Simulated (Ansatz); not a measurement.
`CBO` and `BBC` differ in one atom or group.

Ansatz, PBE0-D4/def2-TZVP geometries, multiplicity 1. Each molecule was computed in one conformer, which needn't be the lowest.

```json
{"property": "HOMO–LUMO gap (PBE0/def2-TZVPP) / eV", "`CBO`": "8.78"}
{"property": "size of the dipole moment (PBE/def2-TZVPP) / D", "`CBO`": "0.99"}
{"property": "zero-point energy (PBE0-D4/def2-TZVP) / kJ/mol", "`CBO`": "168.2"}
{"property": "LUMO energy (ωB97M-V/def2-TZVPP) / eV", "`CBO`": "2.10"}
{"property": "LUMO energy (PBE0/def2-TZVPP) / eV", "`CBO`": "0.21"}
{"property": "HOMO–LUMO gap (PBE/def2-TZVPP) / eV", "`CBO`": "6.29"}
```

Task: Give the same properties after the change, and the shifts. (Best estimate.)

Result: The calculation gave: 
```csv
property,`BBC`,shift
HOMO–LUMO gap (PBE0/def2-TZVPP) / eV,6.46,-2.32
size of the dipole moment (PBE/def2-TZVPP) / D,0.80,-0.19
zero-point energy (PBE0-D4/def2-TZVP) / kJ/mol,177.0,8.8
LUMO energy (ωB97M-V/def2-TZVPP) / eV,0.35,-1.75
LUMO energy (PBE0/def2-TZVPP) / eV,-1.55,-1.76
HOMO–LUMO gap (PBE/def2-TZVPP) / eV,4.12,-2.17
```

With PBE0 the HOMO rises by 0.56 eV and the LUMO falls by 1.76 eV, so the gap narrows by about 2.32 eV. PBE moves the HOMO by 0.41 eV and ωB97M-V by 0.62 eV. The zero-point energy changes by 8.8 kJ/mol with +3 modes. Dipoles are sizes alone; their direction can turn.
